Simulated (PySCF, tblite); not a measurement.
Compound: 1-chloropropane, C₃H₇Cl.
Atom-mapped SMILES: `[CH3:1][CH2:2][CH2:3][Cl:4]` (hydrogens: H5, H6, H7 on C1; H8, H9 on C2; H10, H11 on C3)

Computed with GFN2-xTB (tblite), gas phase: nudged elastic band of 9 images (0 to 8), spring 0.2 eV/Å², climbing image at the end, force threshold 0.05 eV/Å. No saddle search or frequency run followed, so the top image need not be a first-order saddle, and its height can exceed the method's true barrier by a kcal/mol or more.

Path: rotation about C2–C3 (chain CH2 carbon, sp3 C–Cl carbon), followed by the dihedral C1–C2–C3–Cl4.

Image 0 (start, dihedral 180°):
```
atom  x, y, z in Å
C1     -1.274   -0.034    0.407
C2     -0.018   -0.506   -0.317
C3      1.129    0.465   -0.090
Cl4     2.601   -0.086   -0.936
H5     -1.095    0.040    1.477
H6     -2.087   -0.735    0.242
H7     -1.581    0.943    0.042
H8      0.269   -1.494    0.047
H9     -0.215   -0.587   -1.387
H10     1.383    0.539    0.968
H11     0.894    1.456   -0.480
```

Image 8 (end, +0.003 eV, dihedral -66°):
```
atom  x, y, z in Å
C1     -1.286    0.102    0.036
C2      0.038   -0.653    0.028
C3      1.234    0.283    0.087
Cl4     1.345    1.278   -1.394
H5     -1.372    0.712    0.932
H6     -2.119   -0.595    0.011
H7     -1.353    0.752   -0.833
H8      0.091   -1.313    0.897
H9      0.105   -1.270   -0.870
H10     2.170   -0.271    0.156
H11     1.152    0.978    0.922
```

Q: What do the inner images look like?

A: 
Image 1: +0.016 eV, dihedral -165°
```
atom  x, y, z in Å
C1     -1.284   -0.009    0.366
C2     -0.004   -0.536   -0.274
C3      1.142    0.441   -0.054
Cl4     2.515    0.065   -1.129
H5     -1.146    0.140    1.434
H6     -2.097   -0.714    0.216
H7     -1.569    0.942   -0.079
H8      0.255   -1.506    0.154
H9     -0.162   -0.678   -1.345
H10     1.518    0.395    0.968
H11     0.836    1.463   -0.283
```

Image 2: +0.054 eV, dihedral -151°
```
atom  x, y, z in Å
C1     -1.293    0.013    0.323
C2      0.006   -0.563   -0.228
C3      1.158    0.417   -0.024
Cl4     2.402    0.233   -1.290
H5     -1.199    0.229    1.385
H6     -2.108   -0.693    0.184
H7     -1.549    0.935   -0.195
H8      0.233   -1.510    0.266
H9     -0.115   -0.769   -1.293
H10     1.660    0.262    0.931
H11     0.810    1.448   -0.085
```

Image 3: +0.094 eV, dihedral -136°
```
atom  x, y, z in Å
C1     -1.300    0.034    0.278
C2      0.015   -0.587   -0.183
C3      1.175    0.393    0.003
Cl4     2.261    0.411   -1.415
H5     -1.245    0.311    1.328
H6     -2.118   -0.671    0.149
H7     -1.524    0.925   -0.305
H8      0.207   -1.502    0.380
H9     -0.070   -0.864   -1.235
H10     1.795    0.139    0.861
H11     0.810    1.414    0.114
```

Image 4 (top): +0.113 eV, dihedral -122°
```
atom  x, y, z in Å
C1     -1.303    0.052    0.230
C2      0.021   -0.607   -0.139
C3      1.190    0.370    0.025
Cl4     2.095    0.593   -1.499
H5     -1.284    0.389    1.264
H6     -2.124   -0.650    0.113
H7     -1.493    0.910   -0.411
H8      0.180   -1.483    0.493
H9     -0.025   -0.959   -1.170
H10     1.915    0.028    0.762
H11     0.834    1.361    0.307
```

Image 5: +0.101 eV, dihedral -108°
```
atom  x, y, z in Å
C1     -1.301    0.069    0.181
C2      0.028   -0.625   -0.096
C3      1.201    0.347    0.045
Cl4     1.908    0.771   -1.541
H5     -1.313    0.466    1.194
H6     -2.127   -0.630    0.078
H7     -1.456    0.890   -0.516
H8      0.155   -1.454    0.604
H9      0.018   -1.050   -1.101
H10     2.015   -0.070    0.637
H11     0.879    1.288    0.489
```

Image 6: +0.064 eV, dihedral -93°
```
atom  x, y, z in Å
C1     -1.295    0.084    0.131
C2      0.033   -0.640   -0.053
C3      1.211    0.324    0.063
Cl4     1.705    0.946   -1.538
H5     -1.334    0.545    1.116
H6     -2.127   -0.611    0.045
H7     -1.414    0.861   -0.621
H8      0.132   -1.417    0.709
H9      0.058   -1.134   -1.026
H10     2.092   -0.152    0.492
H11     0.944    1.198    0.656
```

Image 7: +0.022 eV, dihedral -79°
```
atom  x, y, z in Å
C1     -1.285    0.096    0.081
C2      0.038   -0.654   -0.011
C3      1.219    0.301    0.078
Cl4     1.501    1.114   -1.489
H5     -1.348    0.627    1.030
H6     -2.124   -0.593    0.018
H7     -1.369    0.819   -0.726
H8      0.110   -1.374    0.808
H9      0.089   -1.212   -0.948
H10     2.145   -0.215    0.330
H11     1.029    1.093    0.802
```

The largest changes of bonds and angles from start to top: C2–C3 1.519 → 1.532 Å, C2–C3–Cl4 110.7 → 112.0°, C2–C3–H10 111.3 → 112.3°, Cl4–C3–H11 106.8 → 105.8°. GFN2-xTB torsional profiles can miss by a kcal/mol or more and can put conformers in the wrong order.

Q: What do single points at PBE0/pcSseg-1 (PySCF, no dispersion term) give on some images?

A: 
```tsv
image	GFN2-xTB E (eV)	DFT E (eV)	HOMO (eV)	LUMO (eV)	dipole (D)
0	0.000	0.000	-8.31	0.86	2.26
2	0.054	0.079	-8.30	0.86	2.23
4	0.113	0.166	-8.28	0.85	2.20
6	0.064	0.090	-8.29	0.92	2.18
8	0.003	-0.005	-8.32	1.03	2.14
```

Energies count from image 0 at each level. At the GFN2-xTB top the DFT energy is 3.8 kcal/mol against 2.6; the geometries weren't optimised at the DFT level.

The cost below is that of the whole band run. Time: 1.2 s; peak memory 0.19 GiB. Hardware: one thread, Intel Xeon Platinum 8488C (x86_64) (shared host).
